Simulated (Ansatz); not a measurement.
Rock-salt HfN

All values below come from r²SCAN+rVV10 (plane waves, PAW; Ansatz, an electronic-structure program).

Run with plane-wave cutoff 560 eV, 22×22×22 k mesh, Fermi–Dirac smearing 0.05 eV, scalar-relativistic PAW data made under PBE.

Cell: relaxed at this level.

```json
{
  "volume_per_atom": "11.50 Å³/atom",
  "bulk modulus B0": "288 GPa",
  "equilibrium_lattice_constant_a": "4.515 Å",
  "band_gap": "zero (no gap)",
  "pressure derivative B′ of the bulk modulus": "4.2"
}
```

Measured, for comparison: equilibrium volume per atom 11.57 Å³/atom, lattice constant a 4.524 Å (room temperature, not corrected to a static lattice; as tabulated in Seo, Lee, Wen, Petrov, Greene, Gall, J. Appl. Phys. 96, 878 (2004)); bulk modulus 260 GPa (room temperature, not corrected to a static lattice, our sources range from 260 to 306; as tabulated in Synthesis of Binary Transition Metal Nitrides, Carbides and Borides from the …). Computed (rounded) less measured: equilibrium volume per atom -0.6 %, bulk modulus not scored (sources differ), lattice constant a -0.2 %. A static lattice is as a rule a little smaller and stiffer than an uncorrected measurement, which narrows the difference in the equilibrium volume per atom and would widen misses of the other sign.

Spin–orbit coupling is not included.

The computed numbers hold no vibrational or temperature effects.
